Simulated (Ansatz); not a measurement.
**C3H5ClS: one species, many methods**

An exercise on one series of results from a longer session: the logs are not shown, and one member is left open.

Program: Ansatz 0.2.0, Gaussian basis. Level of theory: functionals in def2-TZVPP, the program's frozen cores in correlated methods. These are calculated values, not measurements.

The runs, in order: LDA (SPW92), PBE-D4, revPBE-D4, BLYP-D4, r2SCAN-D4, B97M-V, PBE0-D4, B3LYP-D4, r2SCANh-D4, r2SCAN0-D4, HSE06-D4, BHLYP-D4, CAM-B3LYP-D4, LC-ωPBE, ωB97X-V, ωB97M-V, B2PLYP, PBE-QIDH; CCSD(T)/def2-SVP; CCSD(T)/def2-TZVPP; MP2/def2-QZVPP; extrapolation to the limit; RPA on PBE.

**The geometry**

An earlier PBE0-D4 in a triple-zeta def2 set relaxation fixed the geometry.

SMILES `CS/C=C\Cl`, 10 atoms, charge 0, spin multiplicity 1.

Atoms are counted from 1 here; the program's logs count them from 0.

Bond lengths: C1–S2 1.797 Å, C1–H6 1.087 Å, C1–H7 1.091 Å, C1–H8 1.088 Å, S2–C3 1.728 Å, C3–C4 1.330 Å, C3–H9 1.088 Å, C4–Cl5 1.722 Å, C4–H10 1.081 Å. Angles: S2–C1–H6 111.9°, S2–C1–H7 104.3°, S2–C1–H8 111.5°, H6–C1–H7 109.3°, H6–C1–H8 110.4°, H7–C1–H8 109.2°, C1–S2–C3 107.9°, S2–C3–C4 137.0°, S2–C3–H9 108.5°, C4–C3–H9 114.5°, C3–C4–Cl5 127.6°, C3–C4–H10 120.0°, Cl5–C4–H10 112.4°.

Set-up of the first run:

Input file in.yaml:

```yaml
crystal:
  periodic: [false, false, false]
  atoms:
    - {symbol: C, position_ang: [-0.780475, -1.235745, -0.833111]}
    - {symbol: S, position_ang: [0.338188, -1.340898, 0.569692]}
    - {symbol: C, position_ang: [0.800340, 0.267051, 1.000230]}
    - {symbol: C, position_ang: [0.600863, 1.495065, 0.530004]}
    - {symbol: Cl, position_ang: [-0.302698, 1.952877, -0.862656]}
    - {symbol: H, position_ang: [-0.289446, -0.829659, -1.714000]}
    - {symbol: H, position_ang: [-1.068585, -2.270378, -1.025518]}
    - {symbol: H, position_ang: [-1.668575, -0.655961, -0.592421]}
    - {symbol: H, position_ang: [1.418502, 0.220833, 1.893820]}
    - {symbol: H, position_ang: [1.034884, 2.345715, 1.036961]}
basis:
  gaussian: {orbitals: def2-TZVPP}
hamiltonian: {xc: lda}
output: {orbitals: {seedname: orbitals}}
```

Among the steps run: LDA; PBE-D4 (GGA); revPBE-D4 (GGA); BLYP-D4 (GGA); r2SCAN-D4 (meta-GGA); B97M-V (meta-GGA); PBE0-D4 (hybrid); B3LYP-D4 (hybrid); r2SCANh-D4 (hybrid); r2SCAN0-D4 (hybrid); HSE06-D4 (hybrid); BHLYP-D4 (hybrid); CAM-B3LYP-D4 (range-separated); LC-ωPBE (range-separated); ωB97X-V (range-separated); ωB97M-V (range-separated); B2PLYP (double hybrid); PBE-QIDH (double hybrid).

One table of the session follows, with a row left open; its other results are not shown here.

It belongs to the step «Orbital energies across the functionals». 

| functional | HOMO (eV) | gap (eV) |
| --- | --- | --- |
| LDA (SPW92) | -5.27 | 4.02 |
| PBE-D4 | -5.13 | 4.10 |
| revPBE-D4 | -5.07 | 4.13 |
| BLYP-D4 | -4.97 | 4.10 |
| r2SCAN-D4 | -5.32 | 4.47 |
| B97M-V | -5.38 | 4.61 |
| PBE0-D4 | ? | ? |
| B3LYP-D4 | -6.00 | 5.68 |
| r2SCANh-D4 | -5.73 | 5.21 |
| r2SCAN0-D4 | -6.34 | 6.32 |
| HSE06-D4 | -5.81 | 5.32 |
| BHLYP-D4 | -7.16 | 8.11 |
| CAM-B3LYP-D4 | -7.45 | 8.45 |
| LC-ωPBE | -8.76 | 10.84 |
| ωB97X-V | -8.41 | 10.45 |
| ωB97M-V | -8.27 | 10.23 |

Q: Estimate the row for PBE0-D4 from the others.

The run gave: HOMO (eV): -6.21; gap (eV): 6.09. In the column «HOMO (eV)» it lies between r2SCAN0-D4 (-6.34) and B3LYP-D4 (-6.00).
